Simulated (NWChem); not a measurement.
**Basis-set dependence for HS**

```
S
H 1 1.3538
```
Charge 0, spin multiplicity 2.

Everything below was run with NWChem. The geometry was optimised at UPBE0/def2-SVP, a minimum by its harmonic frequencies.

Hartree-Fock energies in Ha, correlation energies in mHa.

The correlated methods keep 5 core orbitals frozen. The structure started from a generated list of species. The unpaired electrons of the parent sit in orbitals of symmetry b2 (C2v labels of the run); other states weren't searched. The stability of the SCF solutions was not checked. Open-shell Hartree-Fock references start from PBE0 orbitals. Coupled-cluster values serve here as a point of comparison, not as the truth.

| basis | functions | UHF | UMP2 | SCS-UMP2 | CCSD on ROHF | CCSD[T] on ROHF | CCSD(T) on ROHF | CCSD on UHF | CCSD[T] on UHF | CCSD(T) on UHF | CCSDT on ROHF | URI-MP2 |
|---|---|---|---|---|---|---|---|---|---|---|---|---|
| STO-3G | 10 | -393.71010 | -14.4 | -17.3 | -23.1 | -23.1 | -23.1 | -22.3 | -22.3 | -22.3 | -23.1 | not run |
| cc-pVDZ | 23 | -398.08890 | -112.2 | -113.2 | -137.7 | -140.1 | -140.1 | -133.6 | -135.9 | -135.8 | -140.5 | -112.2 |
| cc-pVTZ | 48 | -398.10484 | -151.4 | -154.2 | -181.4 | -187.9 | -187.9 | -176.1 | -182.3 | -182.2 | not run | -151.4 |
| cc-pVQZ | 89 | -398.10909 | -164.7 | -169.0 | -193.3 | -201.2 | -201.2 | not run | not run | not run | not run | -164.7 |

From cc-pVTZ to cc-pVQZ the Hartree-Fock energy moves by -4.2 mHa and the UMP2 correlation energy by -13.3 mHa, which is 8 % of its value in the larger set.
